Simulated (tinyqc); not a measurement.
Inside a calculation. Method: RHF in the sto-3g basis, for BH2+, spin multiplicity 1. One step of it, computed by the program tinyqc.

Question. Iteration 1: diagonalisation and new density. Diagonalise F' = X^T F X, C = X C', fill 3 alpha and 3 beta electrons from the bottom; D = 2 C_occ C_occ^T. Each column has its largest component positive (the first on a tie).

Fock matrix F (hartree):
```
            1B 1s      1B 2s    1B 2px     1B 2py     1B 2pz      2H 1s      3H 1s
1B 1s   -7.189056  -2.132909  0.000000  -0.001877   0.016014  -0.463376  -0.374968
1B 2s   -2.132909  -1.139182  0.000000  -0.014958  -0.210429  -0.545131  -0.475715
1B 2px   0.000000   0.000000  0.156081   0.000000   0.000000   0.000000   0.000000
1B 2py  -0.001877  -0.014958  0.000000  -0.435573  -0.004413  -0.361829   0.328201
1B 2pz   0.016014  -0.210429  0.000000  -0.004413   0.011848  -0.205446  -0.188286
2H 1s   -0.463376  -0.545131  0.000000  -0.361829  -0.205446  -0.469814  -0.110024
3H 1s   -0.374968  -0.475715  0.000000   0.328201  -0.188286  -0.110024  -0.428146
```

X:
```
            1B 1s      1B 2s    1B 2px     1B 2py     1B 2pz      2H 1s      3H 1s
1B 1s    1.031599  -0.162833  0.000000  -0.001612  -0.010790   0.027173   0.025515
1B 2s   -0.162833   1.222014  0.000000   0.023426   0.096585  -0.308856  -0.258015
1B 2px   0.000000   0.000000  1.000000   0.000000   0.000000   0.000000   0.000000
1B 2py  -0.001612   0.023426  0.000000   1.163507   0.010401  -0.284767   0.246545
1B 2pz  -0.010790   0.096585  0.000000   0.010401   1.048283  -0.153000  -0.131808
2H 1s    0.027173  -0.308856  0.000000  -0.284767  -0.153000   1.225245  -0.014018
3H 1s    0.025515  -0.258015  0.000000   0.246545  -0.131808  -0.014018   1.173004
```

Give: F' = X^T F X; orbital energies; coefficients C; D after iteration 1.

Answer.

F' = X^T F X (hartree):
```
         1        2       3        4        5        6        7
1  -7.0028  -1.1265  0.0000  -0.0010   0.0257  -0.0570  -0.0319
2  -1.1265  -0.5287  0.0000   0.0121  -0.0966  -0.3109  -0.2586
3   0.0000   0.0000  0.1561   0.0000   0.0000   0.0000   0.0000
4  -0.0010   0.0121  0.0000  -0.2099   0.0098  -0.3134   0.2721
5   0.0257  -0.0966  0.0000   0.0098   0.0838  -0.1764  -0.1522
6  -0.0570  -0.3109  0.0000  -0.3134  -0.1764  -0.1286  -0.0340
7  -0.0319  -0.2586  0.0000   0.2721  -0.1522  -0.0340  -0.1648
```

orbital energies (hartree): MO1 -7.1957, MO2 -0.7190, MO3 -0.5761, MO4 0.0268, MO5 0.1561, MO6 0.2117, MO7 0.3013

coefficients C:
```
            MO1      MO2      MO3      MO4     MO5      MO6      MO7
1B 1s    0.9902  -0.2301   0.0239  -0.2101  0.0000   0.0680   0.0971
1B 2s    0.0368   0.6547  -0.0812   0.8773  0.0000  -0.3965  -0.5728
1B 2px   0.0000   0.0000   0.0000   0.0000  1.0000   0.0000   0.0000
1B 2py   0.0007   0.0668   0.6163  -0.0864  0.0000   0.7086  -0.7762
1B 2pz   0.0011   0.2276  -0.0298  -0.5271  0.0000  -0.6721  -0.6058
2H 1s   -0.0063   0.3278   0.3316  -0.3830  0.0000  -0.0794   1.1539
3H 1s   -0.0057   0.2457  -0.4069  -0.5094  0.0000   1.0164  -0.0550
```

D after iteration 1:
```
          1B 1s    1B 2s  1B 2px   1B 2py   1B 2pz    2H 1s    3H 1s
1B 1s    2.0681  -0.2323  0.0000   0.0002  -0.1039  -0.1474  -0.1438
1B 2s   -0.2323   0.8733  0.0000  -0.0126   0.3029   0.3750   0.3875
1B 2px   0.0000   0.0000  0.0000   0.0000   0.0000   0.0000   0.0000
1B 2py   0.0002  -0.0126  0.0000   0.7685  -0.0063   0.4524  -0.4687
1B 2pz  -0.1039   0.3029  0.0000  -0.0063   0.1053   0.1295   0.1360
2H 1s   -0.1474   0.3750  0.0000   0.4524   0.1295   0.4349  -0.1086
3H 1s   -0.1438   0.3875  0.0000  -0.4687   0.1360  -0.1086   0.4519
```
